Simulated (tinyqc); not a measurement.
Worked calculation: extended Hueckel theory, for CH4-. The parameters take no account of the charge, which enters only through the electron count, and nothing here shows that the anion is bound. One step of it, computed by the program tinyqc.

Task: Mulliken analysis. P = C n C^T; charge = valence electrons (H 1, C 4) minus the sum of (P S)_ii on the atom; overlap population = 2 sum P_ij S_ij between two atoms.

coefficients:
```
             MO1        MO2        MO3        MO4        MO5        MO6        MO7        MO8
1C 2s   0.637595   0.000000   0.000000   0.000000   0.000000   0.000000   0.000000   1.644261
1C 2px  0.000000   0.359692   0.146778  -0.378130   0.976071   0.259321   0.554700   0.000000
1C 2py  0.000000  -0.403217   0.074483  -0.354644   0.085556   0.975809  -0.606737   0.000000
1C 2pz  0.000000  -0.044067   0.516539   0.158586  -0.606316   0.555160   0.807361   0.000000
2H 1s   0.168863  -0.049911   0.420406  -0.327178  -0.244283  -0.960524  -0.405245  -0.711620
3H 1s   0.168863   0.459823  -0.253134  -0.103746  -0.803077   0.682263  -0.189968  -0.711620
4H 1s   0.168863  -0.409603  -0.335524  -0.076982   0.152478  -0.086555   1.056296  -0.711620
5H 1s   0.168863  -0.000309   0.168252   0.507906   0.894882   0.364817  -0.461083  -0.711620
```

occupations: 2.000000  2.000000  2.000000  2.000000  0.333333  0.333333  0.333333  0.000000

overlap S:
```
           1C 2s     1C 2px     1C 2py     1C 2pz     2H 1s      3H 1s      4H 1s      5H 1s
1C 2s   1.000000   0.000000   0.000000   0.000000  0.496535   0.496535   0.496535   0.496535
1C 2px  0.000000   1.000000   0.000000   0.000000  0.285201   0.285201  -0.285201  -0.285201
1C 2py  0.000000   0.000000   1.000000   0.000000  0.285201  -0.285201   0.285201  -0.285201
1C 2pz  0.000000   0.000000   0.000000   1.000000  0.285201  -0.285201  -0.285201   0.285201
2H 1s   0.496535   0.285201   0.285201   0.285201  1.000000   0.151183   0.151183   0.151183
3H 1s   0.496535   0.285201  -0.285201  -0.285201  0.151183   1.000000   0.151183   0.151183
4H 1s   0.496535  -0.285201   0.285201  -0.285201  0.151183   0.151183   1.000000   0.151183
5H 1s   0.496535  -0.285201  -0.285201   0.285201  0.151183   0.151183   0.151183   1.000000
```

Give: charges; Overlap populations.

Result:

charges: 1C -0.6655, 2H -0.0836, 3H -0.0836, 4H -0.0836, 5H -0.0836

Overlap populations:

| pair | value |
|---|---|
| 2-1 | 0.380687 |
| 3-1 | 0.380687 |
| 3-2 | -0.078982 |
| 4-1 | 0.380687 |
| 4-2 | -0.078982 |
| 4-3 | -0.078982 |
| 5-1 | 0.380687 |
| 5-2 | -0.078982 |
| 5-3 | -0.078982 |
| 5-4 | -0.078982 |
